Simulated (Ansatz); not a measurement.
**Two structures, one formula**

Two relaxed structures of CH$_{2}$NNa, singlet (PBE0-D4/def2-TZVP; forces vanish, vibrations not checked).

A:

```json
{"atom": "N1", "x (Å)": "0.2305", "y (Å)": "1.1013", "z (Å)": "0.0699"}
{"atom": "C2", "x (Å)": "-0.2990", "y (Å)": "-0.0134", "z (Å)": "-0.2540"}
{"atom": "Na3", "x (Å)": "0.2005", "y (Å)": "-2.2000", "z (Å)": "0.4253"}
{"atom": "H4", "x (Å)": "0.9948", "y (Å)": "0.9779", "z (Å)": "0.7374"}
{"atom": "H5", "x (Å)": "-1.1268", "y (Å)": "0.1342", "z (Å)": "-0.9786"}
```

B:

```
5
angstrom
N 0.3809 1.1484 0.0424
C -0.3562 0.1094 -0.2267
Na -0.4746 2.3984 -1.4595
H 1.0124 0.9310 0.8094
H -1.0714 0.3871 -1.1108
```

Program: Ansatz 0.2.0. Basis: def2-TZVPP. Cores are frozen in the correlated methods. The outer core shell of Li, Na, Mg and K is correlated. The def2 sets are not built for correlating such inner shells, so the correlated values are less sure here. B3LYP uses VWN-RPA correlation.

Q: Which structure is lower at CCSD(T), and by how much? (An estimate is asked for; the value comes from the calculation.)

A: Computed: A, by 4.79 kcal/mol (electronic energy, against the other). By their contacts, A is CH₂NNa ([NH][CH][Na]) and B is CH₂NNa ([H]1[C]2[NH][Na]12).

All methods give the same order:

```tsv
method	E(B) − E(A) (kcal/mol)
PBE-D4	10.57
r2SCAN-D4	5.63
PBE0-D4	7.37
B3LYP-D4	8.34
wB97M-V	5.42
HF	2.21
MP2	5.50
CCSD	4.26
CCSD(T)	4.79
```

The T1 diagnostic stays at or below 0.020.

Labels in which every atom is bracketed show which atoms are joined, not bond orders.

For scale, one of the runs: CCSD(T)/def2-TZVPP, 122 basis functions, launched by `ansatz run in.yaml --threads 2 --pin off --events-out ev --progress --plain --max-ram 4352MiB`. Time: 8 s of wall clock on 2 CPU threads of an Arm Neoverse V2; the host was shared. Peak host memory: 0.61 GiB.
